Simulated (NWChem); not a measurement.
Lowest excitation of difluoromethane (CH$_{2}$F$_{2}$)

```
C
F 1 1.3440
F 1 1.3440 2 109.24
H 1 1.1045 2 108.98 3 -118.98
H 1 1.1045 4 111.63 2 120.43
```
Charge 0, spin multiplicity 1.

Everything below was run with NWChem. All single points use one geometry, from PBE0/def2-SVP, a minimum by its harmonic frequencies.

Basis set: def2-SVPD.

The correlated methods keep 3 core orbitals frozen. B3LYP has NWChem's definition, with VWN1-RPA local correlation. Coupled-cluster values serve here as a point of comparison, not as the truth.

### Question
For the lowest vertical singlet excitation energy, TD-B3LYP gives 9.03 eV and TD-BHandHLYP gives 9.96 eV. What do TD-PBE, EOM-CCSD, CIS give?

### Answer
TD-PBE: 8.32 eV; EOM-CCSD: 9.92 eV; CIS: 11.15 eV.
